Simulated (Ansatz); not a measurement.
# CH5BCl: the cost of one run

Method: UHF/def2-SVP, in Ansatz 0.2.0.

**1. The system as given**

Bond lengths: B1–Cl2 2.110 Å, B1–C3 1.600 Å, C3–H4 1.110 Å, C3–H5 1.110 Å, C3–H6 1.110 Å, B1–H7 1.190 Å. Angles: Cl2–B1–C3 120.0°, Cl2–B1–H7 120.0°, C3–B1–H7 120.0°, B1–C3–H4 109.5°, B1–C3–H5 109.5°, B1–C3–H6 109.5°, H4–C3–H5 109.4°, H4–C3–H6 109.4°, H5–C3–H6 109.4°.

Structure file:

```xyz
8

B     0.0000    0.0000    0.0000
Cl    0.0000    0.0000    2.1100
C     1.3856    0.0000   -0.8000
H     1.7152   -1.0462   -0.9702
H     1.2491    0.5080   -1.7774
H     2.1552    0.5381   -0.2082
H    -1.0305    0.0000   -0.5950
H     0.0000    0.0000    3.7800
```

**2. Pulling towards end A**

Springs on the bonds that form and break draw the guess towards this end; the thresholds are loose.

Contents of input.yaml:

```yaml
crystal:
  periodic: [false, false, false]
  atoms:
    - { symbol: B, position_ang: [0.0, 0.0, 0.0] }
    - { symbol: Cl, position_ang: [0.0, 0.0, 2.11] }
    - { symbol: C, position_ang: [1.3856, 0.0, -0.8] }
    - { symbol: H, position_ang: [1.7152, -1.0462, -0.9702] }
    - { symbol: H, position_ang: [1.2491, 0.508, -1.7774] }
    - { symbol: H, position_ang: [2.1552, 0.5381, -0.2082] }
    - { symbol: H, position_ang: [-1.0305, 0.0, -0.595] }
    - { symbol: H, position_ang: [0.0, 0.0, 3.78] }
magnetization:
  spin_polarized: true
  initial_magnetization: 1
basis:
  gaussian: { orbitals: def2-SVP }
hamiltonian:
  xc: hf
relax:
  f_tol: 0.15
  max_steps: 25
  restrain:
    - { distance: [1, 7], at: 2.57, k: 30.0 }
    - { distance: [0, 1], at: 1.86, k: 30.0 }
output:
  orbitals: {}
```

Launch:

```console
> ansatz run input.yaml --threads 1 --pin off --max-ram 2048MiB --backend cpu --events-out ev --progress --plain --runs-dir out
```

Q: Estimate wall time and peak memory on 1 thread of Arm Neoverse V1, shared host.

About 8.8 s, with a peak of 0.14 GiB.
